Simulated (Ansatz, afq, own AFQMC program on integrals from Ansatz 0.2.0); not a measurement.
## C2H5, doublet in 6-31G along one coordinate

```json
{"atom": "C", "x (Å)": "0.0000", "y (Å)": "-0.0041", "z (Å)": "0.7102"}
{"atom": "C", "x (Å)": "0.0000", "y (Å)": "0.0010", "z (Å)": "-0.7689"}
{"atom": "H", "x (Å)": "0.0000", "y (Å)": "-1.0167", "z (Å)": "1.1165"}
{"atom": "H", "x (Å)": "0.8752", "y (Å)": "0.5176", "z (Å)": "1.1197"}
{"atom": "H", "x (Å)": "-0.8752", "y (Å)": "0.5176", "z (Å)": "1.1197"}
{"atom": "H", "x (Å)": "0.0000", "y (Å)": "-0.9170", "z (Å)": "-1.3407"}
{"atom": "H", "x (Å)": "0.0000", "y (Å)": "0.9353", "z (Å)": "-1.3164"}
```

The C1–C2 distance is changed with both sides rigid. Energies in kJ/mol count from this geometry (1.479 Å) at the same level; the start stands on UHF, each point on the determinant named.

Basis 6-31G. Only valence electrons are correlated. Integrals, coupled cluster, full CI and functionals: Ansatz 0.2.0; the random walks run on the same integrals in our own AFQMC program. ph-AFQMC/CISD is guided by a CISD state made of CCSD amplitudes; releasing the constraint for a short imaginary time cuts its bias at the price of noise, slowly where states lie close. ± is one standard error of the sampling.

Cautions, each for one point or more: a spin-contaminated unrestricted determinant lies lower; higher spins were not checked; unrestricted determinant spin contaminated; walk and cluster series may follow different spin states.

```json
{"r(C1–C2) / Å": "1.200", "det.": "UHF", "T1": "0.009", "weight": "0.92", "⟨S²⟩": "0.77", "CCSD(T)": "258.2", "ph-AFQMC/CISD": "257.7 ± 1.2", "released AFQMC": "257.5 ± 1.6", "CCSDT(Q)": "258.3", "r2SCAN": "228.5", "PBE": "228.5"}
{"r(C1–C2) / Å": "1.804", "det.": "UHF", "T1": "0.011", "weight": "0.90", "⟨S²⟩": "0.78", "CCSD(T)": "73.3", "ph-AFQMC/CISD": "71.0 ± 1.4", "released AFQMC": "72.5 ± 1.6", "CCSDT(Q)": "72.8", "r2SCAN": "90.8", "PBE": "86.4"}
{"r(C1–C2) / Å": "2.391", "det.": "ROHF", "T1": "0.033", "weight": "0.83", "⟨S²⟩": "pure", "CCSD(T)": "300.1", "ph-AFQMC/CISD": "301.1 ± 2.3", "released AFQMC": "–", "CCSDT(Q)": "298.3", "r2SCAN": "347.4§", "PBE": "338.7"}
{"r(C1–C2) / Å": "3.220", "det.": "UHF¶", "T1": "0.012", "weight": "0.91", "⟨S²⟩": "1.74", "CCSD(T)": "423.2", "ph-AFQMC/CISD": "416.1 ± 1.6", "released AFQMC": "416.0 ± 1.9*", "CCSDT(Q)": "417.7", "r2SCAN": "462.1§", "PBE": "489.0§"}
{"r(C1–C2) / Å": "5.019", "det.": "UHF¶", "T1": "0.006", "weight": "0.92", "⟨S²⟩": "1.77", "CCSD(T)": "432.2", "ph-AFQMC/CISD": "429.4 ± 1.2", "released AFQMC": "432.1 ± 1.4*", "CCSDT(Q)": "432.4", "r2SCAN": "478.1§", "PBE": "509.9§"}
```

Weight is that of the determinant in the CISD state; at the start T1 is 0.007 and the weight 0.91, and ⟨S²⟩ is 0.76. ¶ marks points with a poor determinant and no full CI, where no value is sure; they don't count among the departures. An asterisk marks released energies that aren't shown to be converged. A dash marks a missing value, a released energy that hasn't settled or a functional that sits on another state. § marks a functional whose ⟨S²⟩ is too high by over 0.1. Largest departures from CCSDT(Q), at the points where its series has closed: CCSD(T) 1.8 kJ/mol at 2.391 (on ROHF), ph-AFQMC/CISD 2.7 kJ/mol at 2.391 (on ROHF) (within the noise), released AFQMC -0.9 kJ/mol at 1.200 (on UHF) (within the noise), r2SCAN -29.8 kJ/mol at 1.200, PBE 40.4 kJ/mol at 2.391. Functionals count only at points shown to share the start's state and spin. In this small basis the wave-function levels are far from their limit, so their gap to the functionals isn't the functionals' error.

Some points may be missing: those where a free walk finds a much lower state, and past Zn most of those on another determinant than at the start.

A walk keeps the symmetry of its determinant, which the program's search chose and which needn't be the lowest solution, so a lower state of the same spin and another symmetry isn't excluded.
